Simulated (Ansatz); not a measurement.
fcc Ni

Calculation: r²SCAN (PAW; Ansatz, an electronic-structure program).

Run with plane-wave cutoff 500 eV, 10×22×1 k mesh (along the axes of the cell as run), Fermi–Dirac smearing 0.1 eV, scalar-relativistic PAW data made under PBE.

Cell: relaxed at this level.

```
Property                              Value
--------------------------------  ---------
surface energy of the (211) face  2.50 J/m²
work function of the (211) face     4.60 eV
```

The slab of 24 atoms is relaxed and unreconstructed.

Cost on a shared machine: about 6 core-hours (a rough figure).
